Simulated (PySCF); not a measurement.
Molfile (atoms numbered from 1):
```
C3H7Cl
     RDKit          3D

 11 10  0  0  0  0  0  0  0  0999 V2000
   -1.1722   -0.5375    0.1315 C   0  0  0  0  0  0  0  0  0  0  0  0
   -0.1247    0.4852   -0.2522 C   0  0  0  0  0  0  0  0  0  0  0  0
    1.2959    0.0122   -0.0313 C   0  0  0  0  0  0  0  0  0  0  0  0
   -0.4003    2.0016    0.6958 Cl  0  0  0  0  0  0  0  0  0  0  0  0
   -1.0746   -0.8130    1.1925 H   0  0  0  0  0  0  0  0  0  0  0  0
   -1.0471   -1.4480   -0.4763 H   0  0  0  0  0  0  0  0  0  0  0  0
   -2.1864   -0.1473   -0.0317 H   0  0  0  0  0  0  0  0  0  0  0  0
   -0.2615    0.7892   -1.3008 H   0  0  0  0  0  0  0  0  0  0  0  0
    1.4578   -0.2485    1.0256 H   0  0  0  0  0  0  0  0  0  0  0  0
    1.4919   -0.8829   -0.6433 H   0  0  0  0  0  0  0  0  0  0  0  0
    2.0210    0.7893   -0.3100 H   0  0  0  0  0  0  0  0  0  0  0  0
  1  2  1  0
  2  3  1  0
  2  4  1  0
  1  5  1  0
  1  6  1  0
  1  7  1  0
  2  8  1  0
  3  9  1  0
  3 10  1  0
  3 11  1  0
M  END
```

- shielding tensors at PBE0/pcSseg-1 (GIAO)
- geometry: PBE0-D3(BJ)/def2-SVP
- run in PySCF 2.14.0 with density-fitted response routines
- one conformer, gas phase, one averaged value for each set of equivalent atoms, non-relativistic

δ = σ(ref) − σ, references computed at the same level: $^{13}$C and $^{1}$H against TMS; HCl for $^{35}$Cl.

```tsv
atoms	nucleus	count	δ (ppm)
H5/H6/H7/H9/H10/H11	$^{1}$H	6	?
H8	$^{1}$H	1	3.85
Cl4	$^{35}$Cl	1	?
C1/C3	$^{13}$C	2	28.7
C2	$^{13}$C	1	58.4
```

Task: Fill in the missing shifts.

Result: 
- H5/H6/H7/H9/H10/H11: 1.39 ppm, hydrogen on a methyl carbon
- Cl4: 196 ppm, chlorine bonded to C

Carbons that carry Cl, above all several Cl atoms, come out too deshielded, partly because spin–orbit coupling is missing. Shifts are as computed. Against solution values, carbons near 30 ppm lie about +2 ppm off and those near 130 ppm about +5 ppm; carbons on Cl a further +5 ppm. Of 1211 compounds with measured shifts, 218 miss one by over three times the rms of a fit or turn the order of signals round; such compounds aren't used in these exercises.
